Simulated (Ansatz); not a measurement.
BiSeBr (Pnma, No. 62; cell taken from a computed entry) was calculated with LDA (plane waves, PAW; Ansatz, a first-principles code).

Run with plane-wave cutoff 520 eV, 4×8×4 k mesh (along the axes of the cell as run), Fermi–Dirac smearing 0.01 eV, scalar-relativistic PAW data made under PBE.

Cell (relaxed with PBEsol):

```
BiBrSe
1.0
    8.02204     0.00000     0.00000
    0.00000     4.06814     0.00000
    0.00000     0.00000    10.86727
Bi Se Br
4 4 4
Direct
  0.86908   0.25000   0.13045
  0.13092   0.75000   0.86955
  0.63092   0.75000   0.63045
  0.36908   0.25000   0.36955
  0.30919   0.75000   0.54477
  0.69081   0.25000   0.45523
  0.19081   0.25000   0.04477
  0.80919   0.75000   0.95523
  0.03184   0.75000   0.30176
  0.96816   0.25000   0.69824
  0.46816   0.25000   0.80176
  0.53184   0.75000   0.19824
```

Question: Estimate the band gap, smallest direct gap on the k points sampled and direct gap at Γ that the calculation returns.

Answer: 
band gap: 1.45 eV
smallest direct gap on the k points sampled: 1.49 eV
direct gap at Γ: 1.72 eV

Measured, for comparison: band gap 1.5 eV (temperature not stated, the source names no phase, no zero-point or thermal correction, literature value quoted in the introduction; as tabulated in Shi et al. (2016), doi:10.1103/physrevb.93.104108).

Note: cell and atoms aren't relaxed at this level (largest force component 0.08 eV/Å, pressure -1.5 GPa); this cell isn't known to be the ambient phase, and symmetry holds it in the calculation.

Spin–orbit coupling is not included; with these elements it can move the gap by several tenths of an eV or more.

The computed numbers hold no vibrational or temperature effects.

Cost on a shared machine: around 7 core-minutes (rough).
